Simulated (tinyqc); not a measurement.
Worked calculation (part 1 of 2): ROHF in the sto-3g basis, for NH, spin multiplicity 3. Computed by tinyqc, a small Python program that keeps every step (integrals from PySCF). Settings: charge = 0, multiplicity = 3, basis = sto-3g, energy threshold = 1e-08, iteration cap = 82, orthogonalisation = symmetric, start = Wolfsberg-Helmholz matrix, DIIS depth = 3, DIIS from iteration = 3, method = ROHF. Command: `OMP_NUM_THREADS=1 python tinyqc.py 24040 24041 out.jsonl` (the two numbers bound the seeds that draw the settings). One thread of a shared host (Intel(R) Xeon(R) Processor @ 2.60GHz), about 0.05 s of CPU time with the checks. Later iterations appear only in the table of the cycle.

## One-electron integrals

Geometry (angstrom):

| atom | x | y | z |
|---|---|---|---|
| N | 0.0000 | 0.0000 | 0.0000 |
| H | 0.0000 | 0.0000 | 1.7920 |

Basis sto-3g: exponents (1/bohr^2) and contraction coefficients of normalised primitives:

| element | l (shell) | exponent | coefficient |
|---|---|---|---|
| N | s (1) | 99.1062 | 0.1543 |
| N | s (1) | 18.0523 | 0.5353 |
| N | s (1) | 4.8857 | 0.4446 |
| N | s (2) | 3.7805 | -0.1000 |
| N | s (2) | 0.8785 | 0.3995 |
| N | s (2) | 0.2857 | 0.7001 |
| N | p (3) | 3.7805 | 0.1559 |
| N | p (3) | 0.8785 | 0.6077 |
| N | p (3) | 0.2857 | 0.3920 |
| H | s (1) | 3.4253 | 0.1543 |
| H | s (1) | 0.6239 | 0.5353 |
| H | s (1) | 0.1689 | 0.4446 |

Overlap, kinetic and nuclear-attraction integrals over the contracted functions; the nuclear repulsion is the sum of Za Zb / Rab.

nuclear repulsion = 2.067098 hartree

overlap S, lower triangle:
```
         1N 1s   1N 2s  1N 2px  1N 2py  1N 2pz   2H 1s
1N 1s   1.0000
1N 2s   0.2350  1.0000
1N 2px  0.0000  0.0000  1.0000
1N 2py  0.0000  0.0000  0.0000  1.0000
1N 2pz  0.0000  0.0000  0.0000  0.0000  1.0000
2H 1s   0.0100  0.1485  0.0000  0.0000  0.1680  1.0000
```

kinetic energy T (hartree), lower triangle:
```
          1N 1s    1N 2s  1N 2px  1N 2py  1N 2pz   2H 1s
1N 1s   21.9908
1N 2s   -0.1284   0.6070
1N 2px   0.0000   0.0000  1.8994
1N 2py   0.0000   0.0000  0.0000  1.8994
1N 2pz   0.0000   0.0000  0.0000  0.0000  1.8994
2H 1s   -0.0028  -0.0134  0.0000  0.0000  0.0133  0.7600
```

nuclear attraction V (hartree), lower triangle:
```
           1N 1s    1N 2s   1N 2px   1N 2py   1N 2pz    2H 1s
1N 1s   -46.4813
1N 2s    -5.5024  -7.1596
1N 2px    0.0000   0.0000  -7.0945
1N 2py    0.0000   0.0000   0.0000  -7.0945
1N 2pz   -0.0051  -0.0644   0.0000   0.0000  -7.1249
2H 1s    -0.2390  -0.7158   0.0000   0.0000  -0.7075  -3.2915
```

core Hamiltonian H = T + V (hartree), lower triangle:
```
           1N 1s    1N 2s   1N 2px   1N 2py   1N 2pz    2H 1s
1N 1s   -24.4905
1N 2s    -5.6308  -6.5526
1N 2px    0.0000   0.0000  -5.1952
1N 2py    0.0000   0.0000   0.0000  -5.1952
1N 2pz   -0.0051  -0.0644   0.0000   0.0000  -5.2255
2H 1s    -0.2418  -0.7292   0.0000   0.0000  -0.6942  -2.5315
```

## Two-electron integrals

Functions are numbered as in S; the eight-fold symmetry (ij|kl) = (ji|kl) = (kl|ij) leaves the list below.

Two-electron integrals (ij|kl) in chemists' order, unique and non-zero (hartree):
```
(11|11) 4.1666     (21|11) 0.6408     (21|21) 0.1175     (22|11) 0.9699
(22|21) 0.2209     (22|22) 0.7082     (31|31) 0.0210     (32|31) 0.0325
(32|32) 0.1564     (33|11) 0.9671     (33|21) 0.2210     (33|22) 0.7081
(33|33) 0.7628     (41|41) 0.0210     (42|41) 0.0325     (42|42) 0.1564
(43|43) 0.0411     (44|11) 0.9671     (44|21) 0.2210     (44|22) 0.7081
(44|33) 0.6806     (44|44) 0.7628     (51|51) 0.0210     (52|51) 0.0325
(52|52) 0.1564     (53|53) 0.0411     (54|54) 0.0411     (55|11) 0.9671
(55|21) 0.2210     (55|22) 0.7081     (55|33) 0.6806     (55|44) 0.6806
(55|55) 0.7628     (61|11) 0.0275     (61|21) 0.0050     (61|22) 0.0094
(61|33) 0.0094     (61|44) 0.0094     (61|51) 2.48e-04   (61|52) 4.71e-04
(61|55) 0.0094     (61|61) 2.17e-04   (62|11) 0.0903     (62|21) 0.0209
(62|22) 0.0775     (62|33) 0.0759     (62|44) 0.0759     (62|51) 0.0017
(62|52) 0.0149     (62|55) 0.0807     (62|61) 0.0009     (62|62) 0.0127
(63|31) 0.0018     (63|32) 0.0115     (63|53) 0.0028     (63|63) 0.0014
(64|41) 0.0018     (64|42) 0.0115     (64|54) 0.0028     (64|64) 0.0014
(65|11) 0.0846     (65|21) 0.0198     (65|22) 0.0780     (65|33) 0.0748
(65|44) 0.0748     (65|51) 0.0031     (65|52) 0.0242     (65|55) 0.0845
(65|61) 0.0009     (65|62) 0.0153     (65|65) 0.0196     (66|11) 0.2950
(66|21) 0.0693     (66|22) 0.2936     (66|33) 0.2845     (66|44) 0.2845
(66|51) 0.0050     (66|52) 0.0620     (66|55) 0.3116     (66|61) 0.0030
(66|62) 0.0702     (66|65) 0.0954     (66|66) 0.7746
```

## Orthogonalisation

S = U s U^T; symmetric (Loewdin) form X = U s^(-1/2) U^T, so that X^T S X = 1.

eigenvalues of S: 0.7087  0.8616  1.0000  1.0000  1.1284  1.3012

X, lower triangle:
```
          1N 1s    1N 2s  1N 2px  1N 2py   1N 2pz   2H 1s
1N 1s    1.0218
1N 2s   -0.1230   1.0307
1N 2px   0.0000   0.0000  1.0000
1N 2py   0.0000   0.0000  0.0000  1.0000
1N 2pz  -0.0013   0.0100  0.0000  0.0000   1.0110
2H 1s    0.0088  -0.0785  0.0000  0.0000  -0.0868  1.0198
```

## Starting guess

The start is the generalised Wolfsberg-Helmholz matrix (K = 1.75) built on H; D(s) = C_occ C_occ^T for each spin.

D(alpha) at the start, lower triangle:
```
          1N 1s    1N 2s  1N 2px  1N 2py  1N 2pz   2H 1s
1N 1s    1.0550
1N 2s   -0.2346   1.0031
1N 2px   0.0000   0.0000  1.0000
1N 2py   0.0000   0.0000  0.0000  1.0000
1N 2pz   0.0119  -0.0453  0.0000  0.0000  0.9643
2H 1s   -0.0381   0.1252  0.0000  0.0000  0.0826  0.0238
```

D(beta) at the start, lower triangle:
```
          1N 1s    1N 2s  1N 2px  1N 2py  1N 2pz   2H 1s
1N 1s    1.0550
1N 2s   -0.2346   1.0031
1N 2px   0.0000   0.0000  0.0000
1N 2py   0.0000   0.0000  0.0000  0.0000
1N 2pz   0.0119  -0.0453  0.0000  0.0000  0.9643
2H 1s   -0.0381   0.1252  0.0000  0.0000  0.0826  0.0238
```

## Iteration 1: building the Fock matrix

J_ij = sum D_kl (ij|kl) with D = D(alpha) + D(beta), K_ij = sum D_kl (ik|jl) for each spin; F = H + J - K(s); E = tr D H + tr D J / 2 - 0.5 sum_s tr D(s) K(s) + E_nn.

Coulomb J (hartree), lower triangle:
```
          1N 1s    1N 2s  1N 2px  1N 2py  1N 2pz   2H 1s
1N 1s   14.0181
1N 2s    2.5728   6.1188
1N 2px   0.0000   0.0000  6.0844
1N 2py   0.0000   0.0000  0.0000  6.0844
1N 2pz  -0.0028  -0.0085  0.0000  0.0000  6.1677
2H 1s    0.1099   0.6456  0.0000  0.0000  0.6433  2.4084
```

exchange K(alpha) (hartree), lower triangle:
```
         1N 1s    1N 2s  1N 2px  1N 2py  1N 2pz   2H 1s
1N 1s   4.2742
1N 2s   0.7391   1.2150
1N 2px  0.0000   0.0000  1.0106
1N 2py  0.0000   0.0000  0.0000  1.0106
1N 2pz  0.0007  -0.0163  0.0000  0.0000  1.0019
2H 1s   0.0324   0.1620  0.0000  0.0000  0.1362  0.0844
```

exchange K(beta) (hartree), lower triangle:
```
         1N 1s    1N 2s  1N 2px  1N 2py  1N 2pz   2H 1s
1N 1s   4.2322
1N 2s   0.6742   0.9021
1N 2px  0.0000   0.0000  0.2067
1N 2py  0.0000   0.0000  0.0000  0.2067
1N 2pz  0.0007  -0.0163  0.0000  0.0000  0.9196
2H 1s   0.0288   0.1390  0.0000  0.0000  0.1306  0.0816
```

F(alpha) (hartree), lower triangle:
```
           1N 1s    1N 2s   1N 2px   1N 2py   1N 2pz    2H 1s
1N 1s   -14.7466
1N 2s    -3.7971  -1.6489
1N 2px    0.0000   0.0000  -0.1214
1N 2py    0.0000   0.0000   0.0000  -0.1214
1N 2pz   -0.0085  -0.0566   0.0000   0.0000  -0.0597
2H 1s    -0.1643  -0.2455   0.0000   0.0000  -0.1870  -0.2075
```

F(beta) (hartree), lower triangle:
```
           1N 1s    1N 2s  1N 2px  1N 2py   1N 2pz    2H 1s
1N 1s   -14.7047
1N 2s    -3.7322  -1.3360
1N 2px    0.0000   0.0000  0.6825
1N 2py    0.0000   0.0000  0.0000  0.6825
1N 2pz   -0.0085  -0.0566  0.0000  0.0000   0.0226
2H 1s    -0.1607  -0.2225  0.0000  0.0000  -0.1815  -0.2047
```

total energy of this density = -53.749345 hartree

## Iteration 1: Roothaan effective Fock matrix

With projectors Pc = D(beta) S, Po = (D(alpha) - D(beta)) S, Pv = 1 - D(alpha) S, the block xy is Px^T F Py; with Fc = (F(alpha) + F(beta))/2, the blocks are Fc for cc, oo, vv and cv, F(beta) for co and F(alpha) for ov.

effective F (hartree), lower triangle:
```
           1N 1s    1N 2s  1N 2px  1N 2py   1N 2pz    2H 1s
1N 1s   -14.7256
1N 2s    -3.7646  -1.4924
1N 2px    0.0000   0.0000  0.2806
1N 2py    0.0000   0.0000  0.0000  0.2806
1N 2pz   -0.0085  -0.0566  0.0000  0.0000  -0.0185
2H 1s    -0.1625  -0.2340  0.0000  0.0000  -0.1843  -0.2061
```

## Iteration 1: diagonalisation and new density

Diagonalise F' = X^T F X, C = X C', fill 5 alpha and 3 beta electrons from the bottom; D(s) = C_occ C_occ^T. Each column has its largest component positive (the first on a tie).

F' = X^T F X (hartree), lower triangle:
```
          1        2       3       4        5        6
1  -14.4527
2   -1.9732  -0.8212
3    0.0000   0.0000  0.2806
4    0.0000   0.0000  0.0000  0.2806
5   -0.0088  -0.0334  0.0000  0.0000   0.0110
6    0.0179  -0.1423  0.0000  0.0000  -0.1700  -0.1532
```

orbital energies (hartree): MO1 -14.7326, MO2 -0.6009, MO3 -0.2043, MO4 0.1217, MO5 0.2806, MO6 0.2806

coefficients C:
```
            MO1      MO2      MO3      MO4      MO5     MO6
1N 1s    0.9944  -0.2426   0.1040  -0.0279   0.0000  0.0000
1N 2s    0.0230   0.9334  -0.4400   0.1349   0.0000  0.0000
1N 2px   0.0000   0.0000   0.0000   0.0000   0.9871  0.1602
1N 2py   0.0000   0.0000   0.0000   0.0000  -0.1602  0.9871
1N 2pz   0.0010   0.1262   0.4775   0.8865   0.0000  0.0000
2H 1s   -0.0022   0.2729   0.7518  -0.6435   0.0000  0.0000
```

D(alpha) after iteration 1, lower triangle:
```
          1N 1s    1N 2s   1N 2px  1N 2py   1N 2pz   2H 1s
1N 1s    1.0592
1N 2s   -0.2531   1.0837
1N 2px   0.0000   0.0000   0.9743
1N 2py   0.0000   0.0000  -0.1582  0.0257
1N 2pz  -0.0047   0.0274   0.0000  0.0000   1.0298
2H 1s    0.0278  -0.1630   0.0000  0.0000  -0.1771  1.0537
```

D(beta) after iteration 1, lower triangle:
```
          1N 1s    1N 2s  1N 2px  1N 2py  1N 2pz   2H 1s
1N 1s    1.0584
1N 2s   -0.2493   1.0655
1N 2px   0.0000   0.0000  0.0000
1N 2py   0.0000   0.0000  0.0000  0.0000
1N 2pz   0.0201  -0.0922  0.0000  0.0000  0.2439
2H 1s    0.0098  -0.0761  0.0000  0.0000  0.3934  0.6396
```

Within a degenerate level the vectors are fixed only up to a rotation; this is one choice.

## Iteration 2: building the Fock matrix

As before.

Coulomb J (hartree), lower triangle:
```
          1N 1s   1N 2s   1N 2px  1N 2py  1N 2pz   2H 1s
1N 1s   12.9577
1N 2s    2.3326  5.4584
1N 2px   0.0000  0.0000   5.4538
1N 2py   0.0000  0.0000  -0.0130  5.3758
1N 2pz   0.0054  0.0891   0.0000  0.0000  5.5262
2H 1s    0.0998  0.6329   0.0000  0.0000  0.6690  3.1790
```

exchange K(alpha) (hartree), lower triangle:
```
         1N 1s   1N 2s   1N 2px  1N 2py  1N 2pz   2H 1s
1N 1s   4.2588
1N 2s   0.7072  1.0817
1N 2px  0.0000  0.0000   0.9588
1N 2py  0.0000  0.0000  -0.1141  0.2742
1N 2pz  0.0001  0.0055   0.0000  0.0000  0.9849
2H 1s   0.0318  0.1328   0.0000  0.0000  0.1378  0.7956
```

exchange K(beta) (hartree), lower triangle:
```
         1N 1s    1N 2s  1N 2px  1N 2py  1N 2pz   2H 1s
1N 1s   4.2209
1N 2s   0.6506   0.8154
1N 2px  0.0000   0.0000  0.1841
1N 2py  0.0000   0.0000  0.0000  0.1841
1N 2pz  0.0012  -0.0305  0.0000  0.0000  0.4341
2H 1s   0.0299   0.1308  0.0000  0.0000  0.2122  0.5752
```

F(alpha) (hartree), lower triangle:
```
           1N 1s    1N 2s   1N 2px   1N 2py   1N 2pz    2H 1s
1N 1s   -15.7916
1N 2s    -4.0053  -2.1759
1N 2px    0.0000   0.0000  -0.7002
1N 2py    0.0000   0.0000   0.1011  -0.0936
1N 2pz    0.0003   0.0192   0.0000   0.0000  -0.6842
2H 1s    -0.1738  -0.2290   0.0000   0.0000  -0.1630  -0.1481
```

F(beta) (hartree), lower triangle:
```
           1N 1s    1N 2s   1N 2px   1N 2py   1N 2pz   2H 1s
1N 1s   -15.7537
1N 2s    -3.9487  -1.9096
1N 2px    0.0000   0.0000   0.0745
1N 2py    0.0000   0.0000  -0.0130  -0.0035
1N 2pz   -0.0009   0.0552   0.0000   0.0000  -0.1334
2H 1s    -0.1719  -0.2270   0.0000   0.0000  -0.2373  0.0724
```

total energy of this density = -53.826868 hartree

## Iteration 2: Roothaan effective Fock matrix

As before.

effective F (hartree), lower triangle:
```
           1N 1s    1N 2s   1N 2px   1N 2py   1N 2pz    2H 1s
1N 1s   -15.7727
1N 2s    -3.9770  -2.0413
1N 2px    0.0000   0.0000  -0.3129
1N 2py    0.0000   0.0000   0.0441  -0.0486
1N 2pz    0.0020   0.0554   0.0000   0.0000  -0.3644
2H 1s    -0.1744  -0.2371   0.0000   0.0000  -0.1796  -0.0795
```

## Iteration 2: diagonalisation and new density

As before.

F' = X^T F X (hartree), lower triangle:
```
          1        2        3        4        5        6
1  -15.5009
2   -1.9984  -1.3629
3    0.0000   0.0000  -0.3129
4    0.0000   0.0000   0.0441  -0.0486
5   -0.0106   0.0739   0.0000   0.0000  -0.3402
6    0.0098  -0.1223   0.0000   0.0000  -0.1545  -0.0263
```

orbital energies (hartree): MO1 -15.7780, MO2 -1.1042, MO3 -0.4028, MO4 -0.3200, MO5 -0.0414, MO6 0.0546

coefficients C:
```
            MO1      MO2      MO3      MO4     MO5      MO6
1N 1s    0.9952  -0.2590  -0.0061   0.0000  0.0000   0.0405
1N 2s    0.0197   1.0206   0.0110   0.0000  0.0000  -0.2038
1N 2px   0.0000   0.0000   0.0000   0.9871  0.1602   0.0000
1N 2py   0.0000   0.0000   0.0000  -0.1602  0.9871   0.0000
1N 2pz   0.0001  -0.0760   0.8978   0.0000  0.0000  -0.4668
2H 1s   -0.0016   0.0320   0.3135   0.0000  0.0000   0.9769
```

D(alpha) after iteration 2, lower triangle:
```
          1N 1s    1N 2s  1N 2px  1N 2py  1N 2pz   2H 1s
1N 1s    1.0576
1N 2s   -0.2448   1.0422
1N 2px   0.0000   0.0000  1.0000
1N 2py   0.0000   0.0000  0.0000  1.0000
1N 2pz   0.0142  -0.0677  0.0000  0.0000  0.8118
2H 1s   -0.0118   0.0361  0.0000  0.0000  0.2790  0.0993
```

D(beta) after iteration 2, lower triangle:
```
          1N 1s    1N 2s  1N 2px  1N 2py  1N 2pz   2H 1s
1N 1s    1.0576
1N 2s   -0.2448   1.0422
1N 2px   0.0000   0.0000  0.0000
1N 2py   0.0000   0.0000  0.0000  0.0000
1N 2pz   0.0142  -0.0677  0.0000  0.0000  0.8118
2H 1s   -0.0118   0.0361  0.0000  0.0000  0.2790  0.0993
```

## Iteration 3: building the Fock matrix

As before.

Coulomb J (hartree), lower triangle:
```
          1N 1s   1N 2s  1N 2px  1N 2py  1N 2pz   2H 1s
1N 1s   13.8761
1N 2s    2.5404  6.0332
1N 2px   0.0000  0.0000  6.0039
1N 2py   0.0000  0.0000  0.0000  6.0039
1N 2pz  -0.0030  0.0009  0.0000  0.0000  6.0721
2H 1s    0.1085  0.6436  0.0000  0.0000  0.6455  2.4966
```

exchange K(alpha) (hartree), lower triangle:
```
         1N 1s    1N 2s  1N 2px  1N 2py  1N 2pz   2H 1s
1N 1s   4.2739
1N 2s   0.7337   1.2087
1N 2px  0.0000   0.0000  1.0091
1N 2py  0.0000   0.0000  0.0000  1.0091
1N 2pz  0.0002  -0.0211  0.0000  0.0000  0.9216
2H 1s   0.0344   0.1540  0.0000  0.0000  0.1870  0.1648
```

exchange K(beta) (hartree), lower triangle:
```
         1N 1s    1N 2s  1N 2px  1N 2py  1N 2pz   2H 1s
1N 1s   4.2320
1N 2s   0.6688   0.8958
1N 2px  0.0000   0.0000  0.2052
1N 2py  0.0000   0.0000  0.0000  0.2052
1N 2pz  0.0002  -0.0211  0.0000  0.0000  0.8393
2H 1s   0.0308   0.1310  0.0000  0.0000  0.1814  0.1620
```

F(alpha) (hartree), lower triangle:
```
           1N 1s    1N 2s   1N 2px   1N 2py   1N 2pz    2H 1s
1N 1s   -14.8883
1N 2s    -3.8241  -1.7281
1N 2px    0.0000   0.0000  -0.2004
1N 2py    0.0000   0.0000   0.0000  -0.2004
1N 2pz   -0.0082  -0.0425   0.0000   0.0000  -0.0750
2H 1s    -0.1677  -0.2396   0.0000   0.0000  -0.2357  -0.1996
```

F(beta) (hartree), lower triangle:
```
           1N 1s    1N 2s  1N 2px  1N 2py   1N 2pz    2H 1s
1N 1s   -14.8464
1N 2s    -3.7592  -1.4152
1N 2px    0.0000   0.0000  0.6035
1N 2py    0.0000   0.0000  0.0000  0.6035
1N 2pz   -0.0082  -0.0425  0.0000  0.0000   0.0073
2H 1s    -0.1641  -0.2166  0.0000  0.0000  -0.2301  -0.1968
```

total energy of this density = -53.908442 hartree

## Iteration 3: Roothaan effective Fock matrix

As before.

effective F (hartree), lower triangle:
```
           1N 1s    1N 2s  1N 2px  1N 2py   1N 2pz    2H 1s
1N 1s   -14.8673
1N 2s    -3.7917  -1.5717
1N 2px    0.0000   0.0000  0.2016
1N 2py    0.0000   0.0000  0.0000  0.2016
1N 2pz   -0.0082  -0.0425  0.0000  0.0000  -0.0339
2H 1s    -0.1659  -0.2281  0.0000  0.0000  -0.2329  -0.1982
```

## Iteration 3: diagonalisation and new density

As before.

F' = X^T F X (hartree), lower triangle:
```
          1        2       3       4        5        6
1  -14.5951
2   -1.9740  -0.9013
3    0.0000   0.0000  0.2016
4    0.0000   0.0000  0.0000  0.2016
5   -0.0103  -0.0162  0.0000  0.0000   0.0042
6    0.0141  -0.1323  0.0000  0.0000  -0.2209  -0.1378
```

orbital energies (hartree): MO1 -14.8740, MO2 -0.6646, MO3 -0.2624, MO4 0.1710, MO5 0.2016, MO6 0.2016

coefficients C:
```
            MO1      MO2      MO3      MO4     MO5      MO6
1N 1s    0.9945  -0.2494   0.0841  -0.0298  0.0000   0.0000
1N 2s    0.0224   0.9648  -0.3624   0.1452  0.0000   0.0000
1N 2px   0.0000   0.0000   0.0000   0.0000  0.9994  -0.0347
1N 2py   0.0000   0.0000   0.0000   0.0000  0.0347   0.9994
1N 2pz   0.0009   0.1019   0.5381   0.8543  0.0000   0.0000
2H 1s   -0.0020   0.2091   0.7292  -0.6915  0.0000   0.0000
```

D(alpha) after iteration 3, lower triangle:
```
          1N 1s    1N 2s  1N 2px  1N 2py   1N 2pz   2H 1s
1N 1s    1.0592
1N 2s   -0.2531   1.0837
1N 2px   0.0000   0.0000  0.9988
1N 2py   0.0000   0.0000  0.0347  0.0012
1N 2pz  -0.0047   0.0274  0.0000  0.0000   1.0298
2H 1s    0.0278  -0.1630  0.0000  0.0000  -0.1771  1.0537
```

D(beta) after iteration 3, lower triangle:
```
          1N 1s    1N 2s  1N 2px  1N 2py  1N 2pz   2H 1s
1N 1s    1.0583
1N 2s   -0.2488   1.0626
1N 2px   0.0000   0.0000  0.0000
1N 2py   0.0000   0.0000  0.0000  0.0000
1N 2pz   0.0208  -0.0967  0.0000  0.0000  0.3000
2H 1s    0.0072  -0.0625  0.0000  0.0000  0.4137  0.5754
```

Within a degenerate level the vectors are fixed only up to a rotation; this is one choice.

## Iteration 10 (converged): orbitals

converged F (hartree), lower triangle:
```
           1N 1s    1N 2s   1N 2px   1N 2py   1N 2pz    2H 1s
1N 1s   -15.3551
1N 2s    -3.8913  -1.8200
1N 2px    0.0000   0.0000  -0.0731
1N 2py    0.0000   0.0000   0.0000  -0.0731
1N 2pz   -0.0088   0.0047   0.0000   0.0000  -0.1001
2H 1s    -0.1704  -0.2431   0.0000   0.0000  -0.2685  -0.1491
```

As before.

F' = X^T F X (hartree), lower triangle:
```
          1        2        3        4        5        6
1  -15.0831
2   -1.9877  -1.1435
3    0.0000   0.0000  -0.0731
4    0.0000   0.0000   0.0000  -0.0731
5   -0.0169   0.0345   0.0000   0.0000  -0.0560
6    0.0137  -0.1376   0.0000   0.0000  -0.2603  -0.0793
```

orbital energies (hartree): MO1 -15.3610, MO2 -0.8893, MO3 -0.3185, MO4 -0.0731, MO5 -0.0731, MO6 0.2068

coefficients C:
```
            MO1      MO2      MO3     MO4      MO5      MO6
1N 1s    0.9949  -0.2579   0.0382  0.0000   0.0000   0.0374
1N 2s    0.0209   1.0090  -0.1808  0.0000   0.0000  -0.1801
1N 2px   0.0000   0.0000   0.0000  0.9551  -0.2962   0.0000
1N 2py   0.0000   0.0000   0.0000  0.2962   0.9551   0.0000
1N 2pz   0.0008   0.0056   0.6533  0.0000   0.0000  -0.7765
2H 1s   -0.0018   0.0960   0.6578  0.0000   0.0000   0.7821
```

D(alpha) after iteration 10, lower triangle:
```
          1N 1s    1N 2s  1N 2px  1N 2py  1N 2pz   2H 1s
1N 1s    1.0578
1N 2s   -0.2463   1.0512
1N 2px   0.0000   0.0000  1.0000
1N 2py   0.0000   0.0000  0.0000  1.0000
1N 2pz   0.0244  -0.1125  0.0000  0.0000  0.4268
2H 1s   -0.0015  -0.0221  0.0000  0.0000  0.4303  0.4420
```

D(beta) after iteration 10, lower triangle:
```
          1N 1s    1N 2s  1N 2px  1N 2py  1N 2pz   2H 1s
1N 1s    1.0578
1N 2s   -0.2463   1.0512
1N 2px   0.0000   0.0000  0.0000
1N 2py   0.0000   0.0000  0.0000  0.0000
1N 2pz   0.0244  -0.1125  0.0000  0.0000  0.4268
2H 1s   -0.0015  -0.0221  0.0000  0.0000  0.4303  0.4420
```

Within a degenerate level the vectors are fixed only up to a rotation; this is one choice.

## Convergence

Stop when the energy changes by less than 1e-08 hartree and every element of the error matrix X^T (F D S - S D F) X is below 3e-05.

Course of the cycle:

| iteration | E (hartree) | change | largest element of the error matrix |
|---|---|---|---|
| 1 | -53.749345 | - | 3.39e-01 |
| 2 | -53.826868 | -7.75e-02 | 2.08e-01 |
| 3 | -53.908442 | -8.16e-02 | 3.90e-01 |
| 4 | -53.852784 | 5.57e-02 | 2.02e-01 |
| 5 | -54.026144 | -1.73e-01 | 2.75e-01 |
| 6 | -54.065733 | -3.96e-02 | 1.80e-01 |
| 7 | -54.079101 | -1.34e-02 | 1.26e-01 |
| 8 | -54.091419 | -1.23e-02 | 4.37e-04 |
| 9 | -54.091420 | -3.45e-07 | 8.40e-05 |
| 10 | -54.091420 | -5.32e-09 | 4.18e-07 |

PySCF ROHF in the same basis = -54.091420 hartree

Converged in 10 iterations.
